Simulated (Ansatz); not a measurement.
Two structures, one formula

Two relaxed structures of C₂H₄S, singlet (PBE0-D4/def2-TZVP; forces vanish, vibrations not checked).

A:

C1  (1.433, -0.650, 1.903)
C2  (0.640, -0.180, 1.138)
S3  (-1.721, 1.013, -1.657)
H4  (-1.982, -0.268, -1.961)
H5  (-0.676, 1.057, -2.498)
H6  (2.136, -1.065, 2.586)
H7  (-0.065, 0.235, 0.450)
(Å)

B:

C1  (-0.571, 0.344, -0.099)
C2  (0.687, -0.426, 0.050)
S3  (1.473, -0.706, 1.425)
H4  (-1.339, -0.287, -0.560)
H5  (-0.413, 1.181, -0.790)
H6  (-0.930, 0.721, 0.858)
H7  (1.092, -0.827, -0.884)
(Å)

Ansatz 0.2.0; basis: def2-TZVPP; cores frozen in the correlated methods. B3LYP uses VWN-RPA correlation.

Q: Which structure is lower at CCSD(T), and by how much? (Judge from chemistry; the value comes from the calculation.)

A: Computed: B, by 150.3 kJ/mol (electronic energy, against the other). By their contacts, A is a complex of C₂H₂ (C#C) + H₂S and B is C₂H₄S (CC=S).

All methods give the same order:

```json
{"method": "PBE-D4", "E(B) − E(A) (kJ/mol)": "-175.0"}
{"method": "r2SCAN-D4", "E(B) − E(A) (kJ/mol)": "-172.9"}
{"method": "PBE0-D4", "E(B) − E(A) (kJ/mol)": "-179.1"}
{"method": "B3LYP-D4", "E(B) − E(A) (kJ/mol)": "-157.1"}
{"method": "wB97M-V", "E(B) − E(A) (kJ/mol)": "-155.9"}
{"method": "HF", "E(B) − E(A) (kJ/mol)": "-133.9"}
{"method": "MP2", "E(B) − E(A) (kJ/mol)": "-151.9"}
{"method": "CCSD", "E(B) − E(A) (kJ/mol)": "-146.6"}
{"method": "CCSD(T)", "E(B) − E(A) (kJ/mol)": "-150.3"}
```

No T1 diagnostic of these runs exceeds 0.016. The restricted Hartree–Fock reference is unstable towards an unrestricted one at one or more of these structures.

For scale, one of the runs: CCSD(T)/def2-TZVPP, 160 basis functions, launched by `ansatz run in.yaml --threads 2 --pin off --events-out ev --progress --plain --max-ram 4352MiB`. The run took 15 s on 2 CPU threads of an Intel Xeon Platinum 8259CL (shared host), with 1.2 GiB of host memory at its peak.
